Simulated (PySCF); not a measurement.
This PySCF input asks for the NMR shieldings of Protonated Hydrogen Cyanide Ion, [CH$_{2}$N]+; the geometry comes from PBE0-D3(BJ)/def2-TZVP.

```python
import basis_set_exchange as bse
import numpy as np
from pyscf import gto, dft
from pyscf.prop import nmr

atoms = """
C     0.346909    0.702871   -0.198512
N    -0.348645   -0.094593    0.193975
H     1.014000    1.468456   -0.575297
H    -0.974075   -0.811976    0.546962
"""
names = dict.fromkeys(["C", "N", "H"], "pcSseg-2")
basis = {el: gto.basis.parse(bse.get_basis(n, elements=[el], fmt="nwchem")) for el, n in names.items()}
mol = gto.M(atom=atoms, basis=basis, charge=1, verbose=0)
mf = dft.RKS(mol, xc="GGA_XC_KT3")
mf.grids.level = 2
mf.grids.alignment = dft.numint.BLKSIZE   # the property module wants whole blocks of grid points
mf.conv_tol = 1e-9
mf.kernel()

calc = nmr.RKS(mf)   # GIAO
sigma = calc.kernel()   # uncoupled for a functional without exact exchange
for i, s in enumerate(sigma):   # ppm
    w = np.linalg.eigvalsh((s + s.T) / 2)
    print("%2d %-2s iso %8.1f  s11 %8.1f  s22 %8.1f  s33 %8.1f" % (i, mol.atom_pure_symbol(i), w.mean(), *w))
```

**Question.** What does it print?

**Answer.** 
```
 0 C  iso     90.7  s11     -1.6  s22     -1.6  s33    275.2
 1 N  iso    116.0  s11      2.5  s22      2.5  s33    343.0
 2 H  iso     25.9  s11     21.2  s22     21.2  s33     35.1
 3 H  iso     25.0  s11     18.5  s22     18.5  s33     37.9
```

These numbers come from an equivalent density-fitted implementation of the same equations, which agrees with the script to about 0.01 ppm for H and up to a few tenths of a ppm for heavy atoms, so last digits may differ.

**Question.** Turn these shieldings into chemical shifts. Chemical shifts δ = σref − σ; ¹³C (183.24 ppm) and ¹H (31.63 ppm) against TMS; ¹⁵N (261.05 ppm) vs NH3, all at this level.

**Answer.** Averaging equivalent atoms: C 0: 92.6; N 1: 145.0; H 3: 6.66; H 2: 5.78 ppm. Experimental scales use liquid or dissolved standards, which lie at an offset from isolated NH3 (liquid NH3: subtract about 20 ppm).

Size and cost of the density-fitted run: 100 basis functions, 1.4 s wall time on 1 thread of an AMD EPYC 9R45, shared host; peak memory 0.35 GiB.
